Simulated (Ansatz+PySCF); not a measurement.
Values are calculated unless marked as measured or tabulated.
## Ansatz (development build ahead of 0.2.0) run

```yaml
crystal:
  periodic: [false, false, false]
  atoms:
    - { symbol: Li, position_ang: [0.0, 0.0, -0.39946] }
    - { symbol: H, position_ang: [0.0, 0.0, 1.19838] }
    - { symbol: H, position_ang: [10.0, 0.0, -0.82818] }
    - { symbol: F, position_ang: [10.0, 0.0, 0.09202] }
basis:
  gaussian: { orbitals: cc-pVDZ }
hamiltonian:
  xc: pbe0
scf:
  omitted_lower_state_checks: [starts, atomic_configurations, cluster_reference, orbital_swaps, given_window_search, neighbouring_geometries, increment]
```

The input is written out in the form of the current development build from the run's settings.

The run gave:

```
Converged                       : yes
Total energy                    : -108.38906 hartree
Spin squared of the determinant : 0.000
Stability test                  : minimum among restricted orbitals
```
